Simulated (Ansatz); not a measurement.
BFH4Si (`FB[SiH3]`), relaxed with RKS PBE0-D4/def2-TZVP in the Gaussian-basis code of Ansatz from a PBE-D4/def2-SVP geometry. The force threshold is 0.005 eV/Å; the program also tests the step.

Charge 0, multiplicity 1.

Start:

```xyz
7

F    -1.792   -1.181   -0.532
B    -0.800   -0.849    0.292
Si    0.562    0.587   -0.214
H    -0.762   -1.439    1.365
H     1.955    0.031   -0.055
H     0.434    1.736    0.757
H     0.402    1.116   -1.614
```

(1) By how much does the energy fall, and how many steps does the optimiser take? (Best estimate.)

(2) Which bonds change most? (Estimate.)

(3) Give the relaxed structure. (Estimate.)

Answers

(1) The calculation gave: 0.43 kcal/mol, in 4 steps, 1 of them rejected.

(2) The calculation gave: B2–H4 from 1.225 to 1.203 Å; Si3–H6 from 1.510 to 1.490 Å; Si3–H5 from 1.509 to 1.490 Å; Si3–H7 from 1.505 to 1.487 Å.

(3) Ansatz gave: 
```xyz
7

F    -1.765   -1.182   -0.531
B    -0.793   -0.842    0.296
Si    0.563    0.589   -0.210
H    -0.769   -1.421    1.351
H     1.936    0.028   -0.064
H     0.436    1.721    0.751
H     0.393    1.107   -1.593
```
